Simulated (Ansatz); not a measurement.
# NO (quartet): wave-function methods side by side, cc-pVTZ

How much of the correlation energy of NO (quartet) does each wave-function method recover here?

Program: Ansatz 0.2.0, Gaussian basis. Level of theory: cc-pVTZ, core rule «outside noble gas», up to 2 orbitals frozen. These are calculated values, not measurements.

The runs, in order: UHF; CCSD(T) on ROHF; CCSD(T) on UHF; BCCD(T) on ROHF; CISD; CCSDT(Q) on ROHF; CCSDT(Q) on UHF; CASSCF and MRCISD+Q, 11 electrons in 8 orbitals; CASSCF and NEVPT2, 11 electrons in 8 orbitals.

5 further runs of the same task are left out: 5 set aside as unsound or not needed.

### Step 1. The geometry

The geometry is a PBE0/def2-TZVP stationary point (not a proven minimum) of the parent state, kept for this charge and spin.

2 atoms, charge 0, spin multiplicity 4.

Atoms are counted from 1 here; the program's logs count them from 0.

Bond lengths: N1–O2 1.140 Å.

As a file:

```xyz
2
NO
N     0.0000    0.0000    0.0000
O     0.0000    0.0000    1.1398
```

### Step 2. UHF

in.yaml

```yaml
crystal:
  periodic: [false, false, false]
  atoms:
    - {symbol: N, position_ang: [0.000000, 0.000000, 0.000000]}
    - {symbol: O, position_ang: [0.000000, 0.000000, 1.139769]}
basis:
  gaussian: {orbitals: cc-pVTZ}
magnetization: {spin_polarized: true, initial_magnetization: 3}
hamiltonian: {xc: hf}
output: {orbitals: {seedname: orbitals}}
```

On the command line:

```
$ ansatz run in.yaml --threads 1 --pin off --events-out ev --progress --plain --max-ram 4096MiB --backend cpu
```

Further steps of the session: CCSD(T) on ROHF; CCSD(T) on UHF; BCCD(T) on ROHF; CISD; CCSDT(Q) on ROHF; CCSDT(Q) on UHF; CASSCF and MRCISD+Q, 11 electrons in 8 orbitals; CASSCF and NEVPT2, 11 electrons in 8 orbitals.

**Question.** What will the summary of the whole plan be? Wanted: UCCSDT(Q) below the RHF energy; RMP2 from UCCSDT(Q); UMP2 from UCCSDT(Q); RCCSD from UCCSDT(Q); RCCSD(T) from UCCSDT(Q); UCCSD(T) from UCCSDT(Q); RCCSDT(Q) from UCCSDT(Q); NEVPT2 valence from UCCSDT(Q); MRCISD+Q valence from UCCSDT(Q).

As calculated:

```
                         quantity                                                   value
   UCCSDT(Q) below the RHF energy                                             -10.1011 eV
              RMP2 from UCCSDT(Q)                                         +14.53 kcal/mol
              UMP2 from UCCSDT(Q)                                         +18.50 kcal/mol
             RCCSD from UCCSDT(Q)                                         +10.31 kcal/mol
          RCCSD(T) from UCCSDT(Q)                                          +0.97 kcal/mol
          UCCSD(T) from UCCSDT(Q)                                          +0.97 kcal/mol
         RCCSDT(Q) from UCCSDT(Q)                                          +0.18 kcal/mol
    NEVPT2 valence from UCCSDT(Q)                                         +42.36 kcal/mol
  MRCISD+Q valence from UCCSDT(Q)                                         +14.03 kcal/mol
levels within 1 kcal/mol (43 meV)  RCCSD(T), UCCSD(T), BCCD(T), RCCSDT, UCCSDT, RCCSDT(Q)
                    T1 diagnostic                                                   0.038
   effectively unpaired electrons                                                    3.00
```

RCCSD(T) misses by +0.97 kcal/mol, 0.4 % of the correlation energy. One determinant dominates. Of the multireference levels listed MRCISD+Q valence comes nearest in total energy (+14.03 kcal/mol), which doesn't show that its space is the better one. Coupled cluster took another determinant than the lowest Hartree-Fock one. These misses are within one basis, not against nature; the frozen cores of restricted and unrestricted runs differ, which can shift their rows.
